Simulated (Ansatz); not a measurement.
Results of LDA in Ansatz (PAW) for hcp Be.

Numerical settings: plane-wave cutoff 500 eV, 26×26×1 k mesh (along the axes of the cell as run), Fermi–Dirac smearing 0.1 eV, scalar-relativistic PAW data made under PBE.

Question: Predict the surface energy of the (10-11) face and work function of the (10-11) face.

Answer: 
- surface energy of the (10-11) face: 2.18 J/m²
- work function of the (10-11) face: 5.25 eV

The slab of 16 atoms is relaxed and unreconstructed.

Cost on a shared machine: very roughly 9 core-minutes.

Ansatz is an electronic-structure program.
